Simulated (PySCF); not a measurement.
**Cl₂: frontier orbitals**

BP86 at R = 1.985 Å; PySCF, no relativity, basis sets Cl def2-TZVPPD. State: ¹Σg⁺ (singlet), closed shell. Only the outer orbitals are listed.

```tsv
orbital	occ.	ε (eV)	main shells (%)
σg	2	-23.60	91 s
σu	2	-19.22	97 s
σg	2	-12.11	89 p, 10 s
πu	2	-10.11	98 p
πu	2	-10.11	98 p
πg	2	-7.40	99 p
πg	2	-7.40	99 p
σu	0	-4.31	91 p
σg	0	0.64	97 s, 12 d
```

Problem. Which are the highest filled and the lowest empty level, where do they sit, and how wide is the gap?

Solution. Highest filled πg at -7.40 eV (in %: 99 p); lowest empty σu at -4.31 eV (in %: 91 p); the gap at BP86 is 3.09 eV.

The bond order (Mayer) is 1.11 and the ⟨S²⟩ is 0.000.
